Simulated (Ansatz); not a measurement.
One change: `OC(O)=S` becomes `NCC(O)=S`.

Ansatz, PBE0-D4/def2-TZVP geometries, multiplicity 1. Each molecule was computed in one conformer, which needn't be the lowest.

| property | `OC(O)=S` |
| --- | --- |
| size of the dipole moment (B3LYP/def2-TZVPP) / D | 3.24 |
| HOMO energy (PBE0/def2-TZVPP) / eV | -6.89 |
| HOMO energy (B3LYP/def2-TZVPP) / eV | -6.64 |
| HOMO–LUMO gap (PBE/def2-TZVPP) / eV | 3.82 |
| HOMO energy (PBE/def2-TZVPP) / eV | -5.63 |
| HOMO–LUMO gap (B3LYP/def2-TZVPP) / eV | 5.53 |

Q: Give the same properties after the change, and the shifts. (Best estimate.)

A: The calculation gave: 
```tsv
property	`NCC(O)=S`	shift
size of the dipole moment (B3LYP/def2-TZVPP) / D	1.94	-1.30
HOMO energy (PBE0/def2-TZVPP) / eV	-6.66	0.23
HOMO energy (B3LYP/def2-TZVPP) / eV	-6.43	0.21
HOMO–LUMO gap (PBE/def2-TZVPP) / eV	2.96	-0.86
HOMO energy (PBE/def2-TZVPP) / eV	-5.38	0.25
HOMO–LUMO gap (B3LYP/def2-TZVPP) / eV	4.70	-0.83
```

With PBE0 the HOMO rises by 0.23 eV and the LUMO falls by 0.63 eV, so the gap narrows by about 0.86 eV. PBE moves the HOMO by 0.25 eV and ωB97M-V by 0.21 eV. Dipoles are sizes alone; their direction can turn.

B3LYP here is the variant with VWN-RPA as its local correlation; programs differ in this.
